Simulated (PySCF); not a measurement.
**Continuum solvent and chemical shifts**

Molfile (atoms numbered from 1):
```
C3H3N2
     RDKit          3D

  8  8  0  0  0  0  0  0  0  0999 V2000
    0.0477    0.7209   -0.3245 C   0  0  0  0  0  0  0  0  0  0  0  0
   -1.0923   -0.0232    0.0215 C   0  0  0  0  0  0  0  0  0  0  0  0
   -0.7474   -1.2128    0.5432 N   0  0  0  0  0  0  0  0  0  0  0  0
    0.5934   -1.2916    0.5565 N   0  0  0  0  0  0  0  0  0  0  0  0
    1.0857   -0.1502    0.0456 C   0  0  0  0  0  0  0  0  0  0  0  0
    0.1106    1.7172   -0.7671 H   0  0  0  0  0  0  0  0  0  0  0  0
   -2.1474    0.2550   -0.0859 H   0  0  0  0  0  0  0  0  0  0  0  0
    2.1680    0.0034   -0.0385 H   0  0  0  0  0  0  0  0  0  0  0  0
  1  2  1  0
  2  3  2  0
  3  4  1  0
  4  5  1  0
  5  1  2  0
  1  6  1  0
  2  7  1  0
  5  8  1  0
M  CHG  1   4  -1
M  END
```

GIAO PBE0/pcSseg-1 in PySCF 2.14 on one PBE0-D3(BJ)/def2-SVP conformer, non-relativistic, equivalent nuclei averaged. Solvents enter as an IEF-PCM continuum (acetonitrile with ε = 35.7, water with ε = 78.4) around the gas-phase geometry. Shifts are referred to TMS computed in the same medium.

Gas phase, δ in ppm: C2/C5 134.4, C1 96.9, H7/H8 6.99, H6 5.58. Dipole moment 3.12 D.

(1) How does each δ change in the continuum?

(2) Which nuclei move most (in ppm), and what does the model miss?

## Answers

(1) 
```csv
atoms,environment,"Δδ, acetonitrile","Δδ, water"
C2/C5,aromatic CH next to a ring nitrogen,+5.6,+5.8
C1,aromatic CH,+7.1,+7.3
H7/H8,hydrogen on an aromatic CH next to a ring nitrogen,+0.50,+0.52
H6,hydrogen on an aromatic CH,+0.73,+0.76
```

Changes are relative to the gas phase. The dipole moment becomes 4.67 D in acetonitrile, 4.71 D in water.

(2) C1 (aromatic CH, +7.3 ppm) in water. A continuum only polarises the solute; specific hydrogen bonds, the anisotropy of aromatic solvents and changes of geometry or conformer are outside it, as are counter-ions.
